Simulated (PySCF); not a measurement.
A GIAO shielding run with PySCF 2.14 (density fitting, non-relativistic, gas phase) on Metal Hydrosulfide, HNaS:

```
$ OMP_NUM_THREADS=1 python probes_run.py task.json out

{"job": {"kind": "nmr", "xc": "B97-2", "basis": "pcSseg-2", "pop": false}, "charge": 0, "multiplicity": 1}
Na     1.709706    -0.327014     0.003615
S     -0.528712     0.735301    -0.015127
H     -1.175039    -0.443216    -0.007668
```

Hardware: 1 thread of an Arm Neoverse N1, shared host.

Q: How large is the calculation?

A: 28 electrons, 85 basis functions and 328 auxiliary functions.

Q: How long does it take, and how much memory does it need?

A: 2.4 s of wall time, with 12 SCF cycles and 5 response iterations; peak memory 0.33 GiB. Times on a shared host scatter by some tens of per cent.

Q: And these other runs on the same molecule and hardware: GIAO shielding at KT3/pcSseg-2; GIAO shielding at PBE0/pcSseg-2; GIAO shielding at wB97X-D/pcSseg-2?

A: KT3/pcSseg-2: 85 functions, 3.5 s; PBE0/pcSseg-2: 85 functions, 4.8 s; wB97X-D/pcSseg-2: 85 functions, 3 s.
